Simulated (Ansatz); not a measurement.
What does this script print? It uses the Python package of Ansatz (0.2.0).

`scan_c3h7.py`
```python
'''Potential curve of C3H7 along one bond.'''

import ansatz
import numpy as np

geometry_ang = [
    ('C', [-1.0848, 0.3773, -0.6918]),
    ('C', [0.2701, 0.467, -0.2144]),
    ('C', [0.5584, -0.6854, 0.7055]),
    ('H', [-1.5277, -0.5129, -0.9555]),
    ('H', [-1.6268, 1.3312, -1.022]),
    ('H', [0.4374, 1.4319, 0.3122]),
    ('H', [0.9797, 0.4512, -1.0684]),
    ('H', [1.6646, -0.6004, 1.0627]),
    ('H', [-0.0603, -0.6623, 1.639]),
    ('H', [0.4725, -1.6489, 0.2356]),
]
mol = ansatz.Crystal.molecule()
for symbol, xyz in geometry_ang:
    mol = mol.atom(symbol, xyz)

symbols = [site.symbol for site in mol.cartesian_sites]
start = np.array([site.position_ang for site in mol.cartesian_sites])
axis = (start[2] - start[1]) / np.linalg.norm(start[2] - start[1])
moving = [2, 7, 8, 9]
lengths, energies = [1.28, 1.38, 1.5, 1.65, 1.88, 2.25, 2.7, 3.31], []
for length in lengths:
    xyz = start.copy()
    xyz[moving] += (length - np.linalg.norm(start[2] - start[1])) * axis
    point = ansatz.Crystal.molecule()
    for symbol, place in zip(symbols, xyz):
        point = point.atom(symbol, place.tolist())
    calc = (
        point.calculation()
        .basis(gaussian='def2-SVP')
        .functional('B3LYP', dispersion='d3bj')
        .spin('collinear', total=1)
    )
    r = calc.run(threads=1).report
    energies.append(r['free_energy_ev'])
    print(f'r = {length:6.3f} A  E = {energies[-1]:.5f} eV  <S^2> = {abs(r["mean_field"]["state"]["spin_squared"]):.3f}')

print('energy above the lowest point (eV):', [round(e - min(energies), 3) for e in energies])
```

Running `python scan_c3h7.py` prints:
```text
r =  1.280 A  E = -3219.93739 eV  <S^2> = 0.754
r =  1.380 A  E = -3220.94507 eV  <S^2> = 0.754
r =  1.500 A  E = -3221.37332 eV  <S^2> = 0.754
r =  1.650 A  E = -3221.25371 eV  <S^2> = 0.754
r =  1.880 A  E = -3220.48596 eV  <S^2> = 0.754
r =  2.250 A  E = -3219.04049 eV  <S^2> = 0.768
r =  2.700 A  E = -3217.88988 eV  <S^2> = 1.014
r =  3.310 A  E = -3217.45372 eV  <S^2> = 1.165
energy above the lowest point (eV): [1.436, 0.428, 0.0, 0.12, 0.887, 2.333, 3.483, 3.92]
```

Total energies depend on the basis set; only differences at equal settings carry meaning. The rest of the molecule is held rigid at a force-field or estimated start geometry, and the basis set is modest; single-reference methods fail as a bond breaks. The species is open-shell (spin multiplicity 2). The expectation value of S² is noticeably off S(S+1) in at least one run, so that state is spin-contaminated. b3lyp holds the VWN-RPA fit, as in Gaussian; the form of ORCA and Turbomole is b3lyp5. Wall time of the script: 25 s on 1 thread of Arm Neoverse V2, on a shared host, peak memory 0.23 GiB.

(Lines on the test bed's own set-up are left out of the output.)
